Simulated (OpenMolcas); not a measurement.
**[SiH3]− (SMILES [SiH3-]): levels of theory compared**

We compute a comparison of 6 runs (HF/def2-SVP, B3LYP/6-31G*, PBE0/def2-SVP, TPSSh/aug-cc-pVDZ, B3LYP/pcseg-2, CPF/def2-SV(P)) of [SiH3]−. 

The calculation is run with OpenMolcas 26.06.

14 further runs of the same task are left out: 1 that didn't finish, 13 set aside as unsound or not needed.

## 1. The molecule

[SiH3]−: 4 atoms, total charge -1, spin state singlet. SMILES: `[SiH3-]`. Geometry: relaxed at PBE0-D4/def2-TZVPD.

Bond lengths: Si1–H2 1.546 Å, Si1–H3 1.546 Å, Si1–H4 1.546 Å. Angles: H2–Si1–H3 94.1°, H2–Si1–H4 94.1°, H3–Si1–H4 94.1°.

## 2. Energy and gradient at HF/def2-SVP (run 1)

Input file run.input:

```
&gateway
 baslib
 $CurrDir
 coord
 4
 bohr
 Si     1.01988519    -0.09580911    -0.56861859
 H      0.80615716     1.17597657     2.05205360
 H     -0.56408325    -2.42584143     0.20182275
 H     -1.26195911     1.34586295    -1.68525776
 basis
 def2-SVP
 group
 NoSym

&seward

&scf
 charge
 -1
 thresholds
 1e-10 1e-07 1e-07 1e-05
 prorbitals
 1 1

&alaska
```

The basis set def2-SVP is read from a file made from the Basis Set Exchange's data (not shown).

Started as:

```console
export MOLCAS_MEM=1860
pymolcas run.input > run.log
```

Output:

```text
--- Start Module: gateway ---
[...]
--- Stop Module: gateway /rc=_RC_ALL_IS_WELL_ ---
[...]
      Basis functions           33
[...]
--- Start Module: scf ---
[...]
       Convergence after  12 Iterations
[...]
::    Total SCF energy                               -290.5330983275
[...]
      Total spin, S                                     0.0000000000
[...]
      Total electronic charge=   18.000000
      Total            charge=   -1.000000
[...]
      Dipole Moment (debye):
      Origin of the operator (angstrom)=    0.4695   -0.0441   -0.2618
                   X=  8.5856E-02               Y= -8.0964E-03               Z= -4.7457E-02           Total=  9.8433E-02
      Center of Charge (angstrom)
[...]
--- Stop Module: scf /rc=_RC_ALL_IS_WELL_ ---
--- Start Module: alaska ---
[...]
 *              Molecular gradients               *
 **************************************************
  Irreducible representation: a
 ------------------------------------------------------------------------------------------
                              X                       Y                       Z
 ------------------------------------------------------------------------------------------
  SI1               1.62590209779090E-03   -1.53806273452406E-04   -8.81859615767588E-04
  H2               -1.31594199472609E-03   -7.29873952998839E-04   -9.78113894482657E-04
  H3               -3.87287330250174E-04    1.72049806886365E-03    2.89077862688059E-04
  H4                7.73272271887837E-05   -8.36817842413184E-04    1.57089564755530E-03
 ------------------------------------------------------------------------------------------
--- Stop Module: alaska /rc=_RC_ALL_IS_WELL_ ---
[...]
```

Wall time 2 s (1 thread of Arm Neoverse V1, shared host); peak memory 0.37 GiB.

## 3. Energy and gradient at B3LYP/6-31G(d) (Cartesian functions) (run 2)

Input file coord.xyz:

```xyz
4

Si     0.539700    -0.050700    -0.300900
H      0.426600     0.622300     1.085900
H     -0.298500    -1.283700     0.106800
H     -0.667800     0.712200    -0.891800
```

Input file test.inp:

```
>>> EXPORT MOLCAS_PRINT=2

&GATEWAY
 BasLib=$CurrDir
 Coord=coord.xyz
 Basis=6-31Gs
 Group=NoSym

&SEWARD
 GridInput
 Grid=UltraFine
 End of Grid

&SCF
 Charge=-1
 KSDFT=B3LYP
 Thresholds=1e-10 1e-07 1e-07 1e-05
 PrOrbitals=1 2

&ALASKA
```

The basis set 6-31G* is read from a file made from the Basis Set Exchange's data (not shown).

Started as:

```console
export MOLCAS_MEM=1860
pymolcas test.inp > test.log
```

Output:

```text
--- Start Module: gateway ---
[...]
--- Stop Module: gateway /rc=_RC_ALL_IS_WELL_ ---
[...]
      Basis functions           25
[...]
--- Start Module: scf ---
[...]
       Convergence after  12 Iterations
[...]
::    Total KS-DFT energy                            -291.2717963589
[...]
      Total spin, S                                     0.0000000000
[...]
      Total electronic charge=   18.000000
      Total            charge=   -1.000000
[...]
      Dipole Moment (debye):
      Origin of the operator (angstrom)=    0.4695   -0.0441   -0.2618
                   X= -3.1958E-01               Y=  3.0022E-02               Z=  1.7855E-01           Total=  3.6731E-01
      Center of Charge (angstrom)
[...]
--- Stop Module: scf /rc=_RC_ALL_IS_WELL_ ---
[...]
--- Start Module: alaska ---
[...]
 *              Molecular gradients               *
 **************************************************
  Irreducible representation: a
 ------------------------------------------------------------------------------------------
                              X                       Y                       Z
 ------------------------------------------------------------------------------------------
  SI1              -3.16634341491406E-03    2.95228199902409E-04    1.79215854024850E-03
  H2                6.02251642518870E-04   -5.57139544524077E-04   -1.34583935485555E-03
  H3                1.14738504010758E-03    8.80900346126090E-04   -5.96739439128080E-04
  H4                1.41670673228944E-03   -6.18989001505588E-04    1.50420253735906E-04
 ------------------------------------------------------------------------------------------
--- Stop Module: alaska /rc=_RC_ALL_IS_WELL_ ---
[...]
```

Wall time 5.7 s (1 thread of Arm Neoverse V1, shared host); peak memory 0.37 GiB.

Runs 3 to 5 aren't shown in full; the table further down has their settings and results.

## 4. A single-point energy at CPF/def2-SV(P) (run 6)

Input file calc.inp:

```
* H3Si CPF
&gateway
baslib=$CurrDir
basisset
Si.def2-SVP....
Si1 0.539700 -0.050700 -0.300900 angstrom
End of Basis
basisset
H.def2-SVP....
H2 0.426600 0.622300 1.085900 angstrom
H3 -0.298500 -1.283700 0.106800 angstrom
H4 -0.667800 0.712200 -0.891800 angstrom
End of Basis
&seward
&scf
charge=-1
prorbitals=1 1
&motra
frozen=5
&guga
electrons=8
spin=1
inactive=4
active=0
ciall=1
&cpf
cpf
```

The basis set def2-SV(P) is read from a file made from the Basis Set Exchange's data (not shown).

Started as:

```console
export MOLCAS_MEM=1860
pymolcas calc.inp > calc.log
```

Output:

```text
--- Start Module: gateway ---
[...]
--- Stop Module: gateway /rc=_RC_ALL_IS_WELL_ ---
[...]
      Basis functions           24
[...]
       Convergence after  11 Iterations
[...]
::    Total SCF energy                               -290.5281040710
[...]
      Total spin, S                                     0.0000000000
[...]
      *** WARNING: Default frozen orbitals is overwritten by user input.
      *** Default values:   2
[...]
--- Start Module: guga ---
[...]
--- Stop Module: guga /rc=_RC_ALL_IS_WELL_ ---
--- Start Module: cpf ---
[...]
      Active orbitals                            0       0
[...]
      Spin quantum number                      0.0
[...]
     FINAL CPF ENERGY         -290.64641681
     FINAL CORRELATION ENERGY   -0.11831274  REFERENCE ENERGY    -290.52810407
[...]
      Total electronic charge=   18.000000
      Total            charge=   -1.000000
[...]
      Dipole Moment (debye):
      Origin of the operator (angstrom)=    0.4695   -0.0441   -0.2618
                   X= -1.3802E-01               Y=  1.2939E-02               Z=  7.7310E-02           Total=  1.5873E-01
      Quadrupole Moment (debye*angstrom):
[...]
--- Stop Module: cpf /rc=_RC_ALL_IS_WELL_ ---
[...]
```

Run time: 1.8 s. Hardware: 1 thread of Arm Neoverse V1, shared host; peak memory 0.37 GiB.

## 5. The series

```tsv
run	level	Cartesian functions	integration grid	energy (Eh)	HOMO energy (eV)	LUMO energy (eV)	HOMO–LUMO gap (eV)	wall time
1	HF/def2-SVP	no	–	-290.533098	-1.51	10.55	12.06	2 s
2	B3LYP/6-31G* (Cartesian functions)	yes	UltraFine	-291.271796	0.94	7.10	6.16	5.7 s
3	PBE0/def2-SVP	no	UltraFine	-291.043610	0.75	7.41	6.66	6.3 s
4	TPSSh/aug-cc-pVDZ	no	UltraFine	-291.297780	0.54	3.33	2.78	16 s
5	B3LYP/pcseg-2	no	UltraFine	-291.318560	0.43	5.51	5.08	18 s
6	CPF/def2-SV(P)	no	–	-290.646417	-1.53	10.53	12.06	1.8 s
```

## 6. Summary of results

| quantity | value |
| --- | --- |
| run 6: total energy | -290.64642 Eh |
| run 6: HOMO energy (Hartree–Fock orbitals) | -1.53 eV |
| run 6: LUMO energy (Hartree–Fock orbitals) | 10.53 eV |
| run 6: HOMO–LUMO gap (to an unbound level, set by the basis) | 12.06 eV |
| run 6: correlation energy (5 core orbitals frozen) | -118.3 mEh |

**Reading.** Over runs 1, 2, 3, 4, 5 the HOMO–LUMO gap runs from 2.78 eV (TPSSh/aug-cc-pVDZ) to 12.06 eV (HF/def2-SVP). The two ends differ in method and basis. The empty levels of an anion lie above zero and hang on the basis. Totals of different functionals can't be ranked against each other. In runs 2, 3, 4, 5 the HOMO lies above zero, so the outermost electron may be held by the basis alone. All runs together took 50 s, the longest 18 s.
